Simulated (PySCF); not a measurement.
# SO₂²⁺: breathing scan

All numbers come from PBE0/[S def2-TZVP, O def2-TZVP], no relativity, density fitting, PySCF.

Rigid scan from the singlet minimum (S–O 1.395 Å (×2); O–S–O 180.0°). Coordinate: all bonds to the central atom scaled together. Energies in kJ/mol from the minimum.

```
scale of all bonds to the centre  E (kJ/mol)
                            0.88       313.3
                            0.92       121.3
                            0.96        26.5
                            1.00         0.0
                            1.04        20.5
                            1.08        72.5
                            1.14       185.4
                            1.22       364.7
                            1.35       656.1
```

At long bonds a restricted determinant can lie too high, and another spin state can fall below this curve.

Other isomers or separated fragments may lie lower.
